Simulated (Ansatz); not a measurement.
# HOSi: the cost of one run

Program: Ansatz 0.2.0, Gaussian basis. Level of theory: def2-QZVPP, core rule «outside noble gas», up to 6 orbitals frozen. These are calculated values, not measurements.

To be run: UHF; ROHF; CCSD(T) on UHF.

### Step 1. What is computed

The geometry is a PBE0/def2-TZVP stationary point (not a proven minimum) of the parent state, kept for this charge and spin.

3 atoms, charge 1, spin multiplicity 3.

Atoms are counted from 1 here; the program's logs count them from 0.

Bond lengths: Si1–O2 1.728 Å, Si1–H3 1.496 Å. Angles: O2–Si1–H3 115.5°.

### Step 2. UHF

Contents of in.yaml:

```yaml
crystal:
  periodic: [false, false, false]
  atoms:
    - {symbol: Si, position_ang: [0.000000, -0.094440, 0.592147]}
    - {symbol: O, position_ang: [0.000000, 0.091474, -1.126196]}
    - {symbol: H, position_ang: [0.000000, 1.179495, 1.376770]}
basis:
  gaussian: {orbitals: "def2-QZVPP.json"}
total_charge: 1
magnetization: {spin_polarized: true, initial_magnetization: 2}
hamiltonian: {xc: hf}
output: {orbitals: {seedname: orbitals}}
```

On the command line:

```bash
ansatz run in.yaml --threads 1 --pin off --events-out ev --progress --plain --max-ram 2393MiB
```

**Question.** How long does this run take on 1 thread of Arm Neoverse V1, shared host, and how much memory does it need?

About 13 s, with a peak of 0.31 GiB.
